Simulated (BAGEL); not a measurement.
**SiH4O (silanol): FCI/STO-3G (density fitting with qzvpp-jkfit)**

What is the vertical singlet–triplet gap of SiH4O (silanol) at FCI/STO-3G (density fitting with qzvpp-jkfit)? 

Program for the calculation: BAGEL 1.2.2.

4 further runs of the same task are left out: 4 that didn't finish. Runs told in other sessions of the task aren't counted.

## 1. The system as given

The species is SiH4O (6 atoms), meant as a singlet with charge 0. SMILES: `O[SiH3]`. The coordinates come from a PBE0-D4/def2-TZVP relaxation.

Bond lengths: O1–Si2 1.648 Å, O1–H3 0.957 Å, Si2–H4 1.489 Å, Si2–H5 1.481 Å, Si2–H6 1.489 Å. Angles: O1–Si2–H4 111.7°, O1–Si2–H5 105.9°, O1–Si2–H6 111.7°, Si2–O1–H3 117.9°, H4–Si2–H5 109.9°, H4–Si2–H6 107.9°, H5–Si2–H6 109.9°.

## 2. A single-point energy at FCI/STO-3G (density fitting with qzvpp-jkfit)

The input, calc.json:

```json
{ "bagel": [

{
  "title": "molecule",
  "basis": "sto-3g",
  "df_basis": "qzvpp-jkfit",
  "angstrom": true,
  "geometry": [
    { "atom": "O", "xyz": [       0.636700,      -1.030300,       0.419000 ] },
    { "atom": "Si", "xyz": [      -0.035700,       0.346500,      -0.187000 ] },
    { "atom": "H", "xyz": [       0.069100,      -1.629200,       0.904700 ] },
    { "atom": "H", "xyz": [      -1.128300,       0.045700,      -1.152800 ] },
    { "atom": "H", "xyz": [       1.060500,       1.064900,      -0.875600 ] },
    { "atom": "H", "xyz": [      -0.602300,       1.202400,       0.891700 ] }
  ]
},

{ "title": "hf" },

{ "title": "fci", "nstate": 1, "ncore": 6 }

]}
```

Started as:

```console
BAGEL_NUM_THREADS=1 BAGEL calc.json > calc.out
```

The program printed:

```text
* using 1 threads per process

  ===============================================================
  ===============================================================

  *** Geometry ***

  { "atom" : "O", "xyz" : [      1.203189,     -1.946985,      0.791795 ] },
  { "atom" : "Si", "xyz" : [     -0.067463,      0.654790,     -0.353379 ] },
  { "atom" : "H", "xyz" : [      0.130580,     -3.078742,      1.709635 ] },
  { "atom" : "H", "xyz" : [     -2.132178,      0.086360,     -2.178476 ] },
  { "atom" : "H", "xyz" : [      2.004055,      2.012369,     -1.654644 ] },
  { "atom" : "H", "xyz" : [     -1.138182,      2.272207,      1.685069 ] },

  Number of auxiliary basis functions:      277

  Since a DF basis is specified, we compute 2- and 3-index integrals:
    o Being stored without compression. Storage requirement is 0.001 GB

  Number of basis functions:       18
  Number of electrons      :       26

    * METHOD: MOLECULE                             0.05

  *** RHF ***

  === Nuclear Repulsion ===
    64.7548917775

      * DIIS with orbital gradients will be used.

  === RHF iteration (sto-3g) ===
      0       -361.71467788          0.02066180           0.00
      1       -361.76002293          0.00463446           0.00
      2       -361.76250875          0.00090109           0.00
      3       -361.76265550          0.00007511           0.00
      4       -361.76265693          0.00002160           0.00
      5       -361.76265706          0.00000364           0.00
      6       -361.76265706          0.00000070           0.00
      7       -361.76265706          0.00000013           0.00
      8       -361.76265706          0.00000002           0.00
      9       -361.76265706          0.00000000           0.00
    * SCF iteration converged.

    * Permanent dipole moment:
           (    0.487970,    -0.021834,    -0.113652) a.u.

    * METHOD: HF                                   0.06

  ---------------------------
        FCI calculation
  ---------------------------

  Performs exactly the same way as Knowles & Handy 1984 CPL

  o alpha-beta strings
      length:          1584
  o size of the space
      determinant space:  627264
      spin-adapted space: 169884

  o single displacement lists (alpha)
      length:         33264
  o single displacement lists (beta)
      length:         33264

     guess   0:   closed 1111111.....         open ............

  === FCI iteration ===

      0  0      -361.76265706     5.23e-04      0.93
      1  0      -361.85637419     2.04e-04      0.89
      2  0      -361.86515954     9.41e-05      0.91
      3  0      -361.86679683     3.81e-05      0.91
      4  0      -361.86701317     1.60e-05      0.93
      5  0      -361.86705039     6.69e-06      0.93
      6  0      -361.86705625     2.72e-06      0.91
      7  0      -361.86705720     1.12e-06      0.91
      8  0      -361.86705735     4.46e-07      0.91
      9  0      -361.86705738     1.80e-07      0.91
     10  0      -361.86705738     7.17e-08      0.91
     11  0      -361.86705738     2.93e-08      0.90
     12  0      -361.86705738     1.20e-08      0.92
     13  0      -361.86705738     4.71e-09      0.90
     14  0      -361.86705738     1.84e-09      0.90
     15  0      -361.86705738     7.01e-10      0.92
     16  0      -361.86705738     2.68e-10      0.92
     17  0      -361.86705738     1.09e-10      0.92
     18  0 *    -361.86705738     4.36e-11      0.85

     * ci vector, state   0, <S^2> = 0.0000
       2222222.....     0.9652897842
       22.2222....2    -0.0532527094
       2222.22..2..    -0.0526284417

    * METHOD: FCI                                 17.56

  ===============================================================
```

Wall time 18 s (1 thread of Arm Neoverse V1, shared host); peak memory 0.97 GiB.

## 3. The triplet

The input, fci.json:

```json
{ "bagel": [

{
  "title": "molecule",
  "basis": "sto-3g",
  "df_basis": "qzvpp-jkfit",
  "angstrom": true,
  "geometry": [
    { "atom": "O", "xyz": [    0.636700,   -1.030300,    0.419000 ] },
    { "atom": "Si", "xyz": [   -0.035700,    0.346500,   -0.187000 ] },
    { "atom": "H", "xyz": [    0.069100,   -1.629200,    0.904700 ] },
    { "atom": "H", "xyz": [   -1.128300,    0.045700,   -1.152800 ] },
    { "atom": "H", "xyz": [    1.060500,    1.064900,   -0.875600 ] },
    { "atom": "H", "xyz": [   -0.602300,    1.202400,    0.891700 ] }
  ]
},
{ "title": "hf" },
{ "title": "fci", "nstate": 1, "ncore": 6, "nspin": 2 }

]}
```

Started as:

```console
BAGEL_NUM_THREADS=1 BAGEL fci.json > fci.out
```

The program printed:

```text
* using 1 threads per process

  ===============================================================
  ===============================================================

  *** Geometry ***

  { "atom" : "O", "xyz" : [      1.203189,     -1.946985,      0.791795 ] },
  { "atom" : "Si", "xyz" : [     -0.067463,      0.654790,     -0.353379 ] },
  { "atom" : "H", "xyz" : [      0.130580,     -3.078742,      1.709635 ] },
  { "atom" : "H", "xyz" : [     -2.132178,      0.086360,     -2.178476 ] },
  { "atom" : "H", "xyz" : [      2.004055,      2.012369,     -1.654644 ] },
  { "atom" : "H", "xyz" : [     -1.138182,      2.272207,      1.685069 ] },

  Number of auxiliary basis functions:      277

  Since a DF basis is specified, we compute 2- and 3-index integrals:
    o Being stored without compression. Storage requirement is 0.001 GB

  Number of basis functions:       18
  Number of electrons      :       26

    * METHOD: MOLECULE                             0.05

  *** RHF ***

  === Nuclear Repulsion ===
    64.7548917775

      * DIIS with orbital gradients will be used.

  === RHF iteration (sto-3g) ===
      0       -361.71467788          0.02066180           0.00
      1       -361.76002293          0.00463446           0.00
      2       -361.76250875          0.00090109           0.00
      3       -361.76265550          0.00007511           0.00
      4       -361.76265693          0.00002160           0.00
      5       -361.76265706          0.00000364           0.00
      6       -361.76265706          0.00000070           0.00
      7       -361.76265706          0.00000013           0.00
      8       -361.76265706          0.00000002           0.00
      9       -361.76265706          0.00000000           0.00
    * SCF iteration converged.

    * Permanent dipole moment:
           (    0.487970,    -0.021834,    -0.113652) a.u.

    * METHOD: HF                                   0.06

  ---------------------------
        FCI calculation
  ---------------------------

  Performs exactly the same way as Knowles & Handy 1984 CPL

  o alpha-beta strings
      length:          1419
  o size of the space
      determinant space:  457380
      spin-adapted space: 283140

  o single displacement lists (alpha)
      length:         19800
  o single displacement lists (beta)
      length:         38808

     guess   0:   closed 111111......         open ......11....

  === FCI iteration ===

      0  0      -361.34102542     6.82e-04      0.68
      1  0      -361.47863605     4.17e-04      0.66
      2  0      -361.51483379     2.21e-04      0.66
      3  0      -361.52390209     1.10e-04      0.65
      4  0      -361.52599933     6.47e-05      0.66
      5  0      -361.52675735     4.20e-05      0.65
      6  0      -361.52715249     3.29e-05      0.65
      7  0      -361.52732587     2.14e-05      0.64
      8  0      -361.52739336     1.19e-05      0.65
      9  0      -361.52741273     6.83e-06      0.66
     10  0      -361.52741907     3.79e-06      0.66
     11  0      -361.52742109     2.06e-06      0.66
     12  0      -361.52742165     1.05e-06      0.65
     13  0      -361.52742178     4.99e-07      0.65
     14  0      -361.52742181     2.22e-07      0.65
     15  0      -361.52742182     1.05e-07      0.65
     16  0      -361.52742182     4.92e-08      0.65
     17  0      -361.52742182     2.45e-08      0.65
     18  0      -361.52742182     1.20e-08      0.65
     19  0      -361.52742182     6.03e-09      0.66
    ** throwing out 1 trial vectors **
     20  0      -361.52742182     3.22e-09      0.65
    ** throwing out 1 trial vectors **
     21  0      -361.52742182     1.58e-09      0.66
    ** throwing out 1 trial vectors **
     22  0      -361.52742182     7.47e-10      0.66
    ** throwing out 1 trial vectors **
     23  0      -361.52742182     3.76e-10      0.66
    ** throwing out 1 trial vectors **
     24  0      -361.52742182     2.26e-10      0.66
    ** throwing out 1 trial vectors **
     25  0      -361.52742182     1.59e-10      0.67
    ** throwing out 1 trial vectors **
     26  0      -361.52742182     1.13e-10      0.67
    ** throwing out 1 trial vectors **
     27  0 *    -361.52742182     7.38e-11      0.60

     * ci vector, state   0, <S^2> = 2.0000
       222222aa....    -0.8319290989
       222a222a....    -0.3053422159
       222222a.a...     0.2974563998
       222a222.a...     0.1669261271
       222222a....a     0.0863102887

    * METHOD: FCI                                 18.50

  ===============================================================
```

Run time: 19 s. Hardware: 1 thread of Arm Neoverse V1, shared host; peak memory 0.74 GiB.

## 4. Outcome

At FCI/STO-3G (density fitting with qzvpp-jkfit), 6 core orbitals frozen:

| quantity | value |
| --- | --- |
| singlet: total energy | -361.86706 Eh |
| triplet: total energy | -361.52742 Eh |
| vertical energy of the triplet above the singlet | 9.242 eV |

In words: At this shape the triplet lies 9.24 eV (892 kJ/mol) above the singlet. In a minimal basis such a difference can be off by several eV, whatever the method.
